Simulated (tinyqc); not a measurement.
Inside a calculation. Method: Born-Oppenheimer dynamics on the UHF/sto-6g surface (energies and gradients from PySCF), for H2O, spin multiplicity 3. Computed by tinyqc, a small Python program that keeps every step (integrals from PySCF). Settings: charge = 0, multiplicity = 3, basis = sto-6g, time step (fs) = 0.5, steps = 24. Command: `OMP_NUM_THREADS=1 python tinyqc.py 31081 31082 out.jsonl` (the two numbers bound the seeds that draw the settings). One thread of a shared host (Intel(R) Xeon(R) Processor @ 2.60GHz), about 3 s of CPU time with the checks.

positions (bohr):
```
          x        y        z
1O   0.0151  -0.0643  -0.0302
2H  -0.1323   1.4078   1.0942
3H   0.0624  -1.6176   1.2586
```

The total energy should stay constant up to terms of order dt^2; the step counts as short enough if it moves by less than 2 % of the largest kinetic energy.

Trajectory:
```
time (fs)  1O-2H (angstrom)  potential (hartree)  kinetic (hartree)  total (hartree)
0.0000               0.9833           -75.378370           0.003975       -75.374395
0.5000               0.9974           -75.398489           0.023412       -75.375077
1.0000               1.0168           -75.435020           0.058944       -75.376076
1.5000               1.0367           -75.472588           0.095986       -75.376602
2.0000               1.0538           -75.501418           0.124891       -75.376527
2.5000               1.0656           -75.520118           0.143900       -75.376218
3.0000               1.0708           -75.531417           0.155477       -75.375940
3.5000               1.0690           -75.538367           0.162601       -75.375765
4.0000               1.0604           -75.542975           0.167294       -75.375681
4.5000               1.0458           -75.546180           0.170528       -75.375653
5.0000               1.0271           -75.548219           0.172569       -75.375650
5.5000               1.0064           -75.549041           0.173398       -75.375643
6.0000               0.9867           -75.548719           0.173107       -75.375612
6.5000               0.9712           -75.547729           0.172171       -75.375558
7.0000               0.9624           -75.546888           0.171377       -75.375511
7.5000               0.9621           -75.546889           0.171382       -75.375507
8.0000               0.9702           -75.547784           0.172236       -75.375548
8.5000               0.9853           -75.548964           0.173367       -75.375597
9.0000               1.0048           -75.549677           0.174057       -75.375620
9.5000               1.0255           -75.549541           0.173931       -75.375609
10.0000              1.0446           -75.548687           0.173109       -75.375579
10.5000              1.0596           -75.547572           0.172027       -75.375546
11.0000              1.0689           -75.546705           0.171181       -75.375523
11.5000              1.0715           -75.546442           0.170925       -75.375517
12.0000              1.0671           -75.546888           0.171360       -75.375528
```

Is the time step short enough?

Yes. The total energy moves within 2.2e-03 hartree, under 2 % of the largest kinetic energy.
